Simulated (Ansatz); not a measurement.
A calculation with Ansatz (development build ahead of 0.2.0).

```yaml
crystal:
  periodic: [false, false, false]
  atoms:
    - { symbol: C, position_ang: [0.0, 0.0, -0.6988] }
    - { symbol: C, position_ang: [0.0, 0.0, 0.6988] }
    - { symbol: H, position_ang: [0.0, -0.94204, -1.0719] }
    - { symbol: H, position_ang: [-0.81583, 0.47102, -1.0719] }
    - { symbol: H, position_ang: [0.81583, 0.47102, -1.0719] }
    - { symbol: H, position_ang: [0.0, 0.94204, 1.0719] }
    - { symbol: H, position_ang: [-0.81583, -0.47102, 1.0719] }
    - { symbol: H, position_ang: [0.81583, -0.47102, 1.0719] }
basis:
  gaussian: { orbitals: cc-pVTZ }
hamiltonian:
  xc: hf
```

The input is written out in the form of the current development build from the run's settings.

Results

```yaml
Converged: yes
Total_energy: -79.22513 hartree
Spin_squared_of_the_determinant: 0.000
```

Caution: no unrestricted run beside it, a lower state can exist.
